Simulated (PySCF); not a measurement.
SiH2, SMILES [SiH2] (connectivity only; charge and spin as stated), neutral, multiplicity 1. Coordinates come from a PBE0-D3(BJ)/def2-TZVPD optimisation. The isomer is the one that the SMILES or the coordinates give; other isomers of the formula were not compared.

All values below come from PBE0-D3(BJ)/def2-TZVPD (PySCF).

Harmonic wavenumbers (cm⁻¹): 1009, 2046, 2050. Rotational constants (GHz): 235.8, 211.1, 111.4; symmetry number 2.

**Question.** Work out the zero-point energy and the ideal-gas rigid-rotor harmonic-oscillator thermochemistry at 298.15 K and 1 atm.

**Answer.** ZPE = ½ Σ hcν = ½ × 5105 cm⁻¹ = 7.30 kcal/mol. H − E(el) = 9.69 kcal/mol. Entropy in cal/(mol K): translation 36.14, rotation 13.35, vibration 0.09, total 49.58. G − E(el) = -5.09 kcal/mol. Cp = 8.34 cal/(mol K).
